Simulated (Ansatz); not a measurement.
Species: C₄H₇ (charge -1, singlet). It need not be the lowest isomer of its formula. Whether it binds its extra electron was not tested at this geometry. 
Structure (B3LYP-D3(BJ)/def2-TZVP (Ansatz, an electronic-structure program) minimum search):
SMILES: [CH-]1CCC1
```xyz
11

C     -0.0056     1.0637    -0.3860
C      0.0062    -1.0372    -0.0577
C     -1.0634     0.0687     0.1178
C      1.0621     0.0812     0.1215
H     -0.0123     2.0675     0.0697
H      0.0102    -1.4253    -1.0792
H      0.0099    -1.8735     0.6568
H     -1.3271     0.1168     1.2091
H     -2.0163    -0.0500    -0.4250
H      1.3214     0.1323     1.2136
H      2.0182    -0.0263    -0.4181
```
Charge -1, spin multiplicity 1.

Parts of the frozen-core correlation energy in cc-pVDZ (Ansatz, hartree). Frozen orbitals: 4; correlated occupied orbitals by spin: 12 and 12; virtual: 75 and 75. Spin-orbit coupling is left out. Non-relativistic.

| term | value |
|---|---|
| reference (HF) | -155.40340 |
| MP2 opposite-spin | -0.44150 |
| MP2 same-spin | -0.13884 |
| CCSD correlation | -0.62730 |
| (T) | -0.02123 |
| T1 diagnostic | 0.011 |
| largest doubles amplitude | 0.027 |
